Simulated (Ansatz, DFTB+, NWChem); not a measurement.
**Strength of the C–C bond: C2H7N → CH4N + CH3**

Gas-phase species: C2H7N (ethanamine) `CCN`, singlet; CH4N `[CH2]N`, doublet; CH3 (methyl radical) `[CH3]`, doublet. 

Shapes, held fixed at every level: PBE0-D4/def2-TZVP. Flexible molecules stand in one conformer, not always the lowest. Programs: Ansatz 0.2.0, DFTB+ 25.1, NWChem 7.3.0. A level may come from different programs for different species; with the same settings they agree closely. The zero-point and thermal change to 298 K, harmonic and unscaled (PBE0-D4/def2-TZVP), is -25.6 kJ/mol.

Task: Estimate ΔH(298 K) of this reaction.

Result: The highest level, CCSD(T)/CBS estimate, gives ΔH(298 K) = +347.5 kJ/mol; the levels span +310.2 to +416.7. DFTB2 strays far from the other rows. The column of differences is taken from that level and isn't an error. No measured value is set beside it here. Open shells run unrestricted. The CBS estimate extrapolates MP2 from def2-TZVPP and def2-QZVPP and adds CCSD(T) − MP2 in the triple-zeta set, cores frozen.

```tsv
level	kind	ΔH(298 K) (kJ/mol)	less CCSD(T)/CBS estimate
MP2/def2-TZVPP	perturbation theory	+357.6	+10.1
DFTB2	semi-empirical	+416.7	+69.2
SPW92/def2-TZVPP	LDA	+400.3	+52.8
r2SCAN-D4/def2-TZVPP	meta-GGA	+310.2	-37.3
B3LYP/6-31G* (spherical functions)	global hybrid	+334.3	-13.2
PBE0-D4/def2-TZVPP	global hybrid	+334.2	-13.3
CCSD/def2-TZVPP	coupled cluster or CI	+331.0	-16.5
CCSD(T)/CBS estimate	coupled cluster or CI	+347.5	0.0
```
